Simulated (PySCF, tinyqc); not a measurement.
Worked calculation: RHF in the sto-6g basis, for BH, spin multiplicity 1. This run ends on a higher stationary point, not on the lowest solution. The lowest restricted solution is unstable here: a spin-polarised one lies 0.0148 hartree lower (PySCF). Computed by tinyqc, a small Python program that keeps every step (integrals from PySCF). Settings: charge = 0, multiplicity = 1, basis = sto-6g, energy threshold = 1e-08, iteration cap = 81, orthogonalisation = symmetric, start = core, DIIS depth = 0, shift = 0.2, method = RHF. Command: `OMP_NUM_THREADS=1 python tinyqc.py 23908 23909 out.jsonl` (the two numbers bound the seeds that draw the settings). One thread of a shared host (Intel(R) Xeon(R) Processor @ 2.60GHz), about 0.07 s of CPU time with the checks.

Geometry (angstrom):
```
atom         x         y         z
B     0.000000  0.000000  0.000000
H     0.000000  0.000000  1.111000
```

Stop when the energy changes by less than 1e-08 hartree and every element of the error matrix X^T (F D S - S D F) X is below 3e-05.

Course of the cycle:
```
iteration   E (hartree)     change  largest element of the error matrix
1          -24.25821247          -                             5.92e-01
2          -24.68903384  -4.31e-01                             1.97e-01
3          -24.72156223  -3.25e-02                             6.03e-02
4          -24.72444581  -2.88e-03                             2.16e-02
5          -24.72491067  -4.65e-04                             9.13e-03
6          -24.72502534  -1.15e-04                             4.32e-03
7          -24.72505727  -3.19e-05                             2.27e-03
8          -24.72506634  -9.06e-06                             1.21e-03
9          -24.72506891  -2.57e-06                             6.41e-04
10         -24.72506964  -7.29e-07                             3.41e-04
11         -24.72506984  -2.06e-07                             1.81e-04
12         -24.72506990  -5.83e-08                             9.62e-05
13         -24.72506992  -1.65e-08                             5.11e-05
14         -24.72506992  -4.65e-09                             2.72e-05
```

Can the last value be used, and what does the course show?

No, though the log alone does not show it. Converged in 14 iterations. But the solution lies 0.27143 hartree above the reference: it is another stationary point, not the lowest restricted one. Reruns (cap 100 unless said): DIIS 8: converged in 6 to a higher stationary point; damping 0.5: converged in 32 to a higher stationary point; level shift 0.5: converged in 20 to a higher stationary point; atomic densities as start, DIIS 8: converged in 6. PySCF RHF in the same basis = -24.99649832 hartree.
